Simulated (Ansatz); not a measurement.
A CCSD(T) single point on `[SiH3]P`.

```yaml
crystal:
  periodic: [false, false, false]
  atoms:
    - {symbol: Si, position_ang: [-0.627404, -0.356877, -0.386771]}
    - {symbol: P, position_ang: [1.087808, -0.011900, 1.035901]}
    - {symbol: H, position_ang: [-1.847481, -0.619121, 0.420186]}
    - {symbol: H, position_ang: [-0.316451, -1.563284, -1.196972]}
    - {symbol: H, position_ang: [-0.890214, 0.784604, -1.302121]}
    - {symbol: H, position_ang: [0.641340, 1.284815, 1.407651]}
    - {symbol: H, position_ang: [1.952392, 0.481765, 0.022116]}
basis:
  gaussian: {orbitals: def2-QZVPP}
correlation: {method: ccsd_t}
```

```sh
$ ansatz run in.yaml --threads 2 --pin off --events-out ev --progress --plain --max-ram 32768MiB --backend cuda --devices 0, --max-vram 18GiB
```

Log, shortened:

```
Functional definition: HF
1687 factors; integrals over basis functions are off by at most 6.3e-4 eV
mean field evaluation 1: about -17213.2011 eV, gradient 1.3e1 eV
mean field evaluation 2: about -17213.2825 eV, gradient 1.3e1 eV
mean field evaluation 4: about -17214.3857 eV, gradient 1.3e0 eV
mean field evaluation 8: about -17214.3940 eV, gradient 5.4e-5 eV
mean field -17214.39396849 eV, -632.6173100068 hartree, gradient 1.3e-6 eV, S^2 0.000000; 0 other end points of the search recorded, 0 dependent functions left out
10 core orbitals not correlated: weight in the atoms' cores, before any rotation towards them, 1.000 or more for the frozen orbitals, at most 0.000 for the correlated occupied ones
reference -17214.39396849 eV, -632.6173100068 hartree; 7, 7 occupied and 273, 273 virtual orbitals, 1687 factors
second order -8.57190605 eV of doubles, -0.00000000 eV of singles
cycle   1  -9.35751422 eV  change   -7.9e-1 eV  update   7.4e-2
cycle   2  -9.69526317 eV  change   -3.4e-1 eV  update   2.5e-2
cycle   3  -9.72280702 eV  change   -2.8e-2 eV  update   8.1e-3
cycle   4  -9.71818912 eV  change    4.6e-3 eV  update   2.7e-3
cycle   5  -9.71737951 eV  change    8.1e-4 eV  update   8.1e-4
cycle   6  -9.71724029 eV  change    1.4e-4 eV  update   2.6e-4
cycle   7  -9.71723607 eV  change    4.2e-6 eV  update   7.9e-5
cycle   8  -9.71726511 eV  change   -2.9e-5 eV  update   2.8e-5
cycle   9  -9.71726441 eV  change    7.0e-7 eV  update   9.3e-6
perturbative correction -0.38295378 eV, -0.0140732919 hartree
Total energy: -17224.49418668 eV, -632.9884861792 hartree
```

Hardware: 2 threads of an AMD EPYC 7R13 on a shared host and a share of an NVIDIA H100 80 GB. Wall time 16 s, peak host memory 0.83 GiB.

Correlation energy per correlated electron: -0.721 eV. T1 diagnostic: 0.0134.
